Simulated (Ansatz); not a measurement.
**Rock-salt TiC, bulk modulus**

Reference value: 240 GPa (measured, temperature not stated, not corrected to a static lattice, sources range from 235 to 268; as tabulated in Krasnenko and Brik (2013), arXiv:1306.3139).

```tsv
level (code)	value (GPa)	cell (Å³/atom)	difference (%)
LDA (Ansatz)	282	9.67	+17.5
PBE (Ansatz)	251	10.17	+4.6
r²SCAN (Ansatz)	262	10.13	+9.2
HSE06 (Ansatz)	276	9.97	+15.0
PBE0 (Ansatz)	278	9.96	+15.8
```

The reference's temperature isn't stated, so close values are not ranked against it.

The reference has no zero-point or thermal correction, while the calculations are for a static lattice, so the differences are not the levels' errors alone. A static lattice is as a rule stiffer than a warm one, by over a tenth in soft solids.  Each level is taken at its own relaxed cell. Cutoffs and k meshes differ between the levels. Ansatz's density-functional and Hartree–Fock values are scalar-relativistic unless marked +SOC, with PAW data made under PBE.

Differences are worked out from the printed values.

Ansatz is a program for electronic structure.
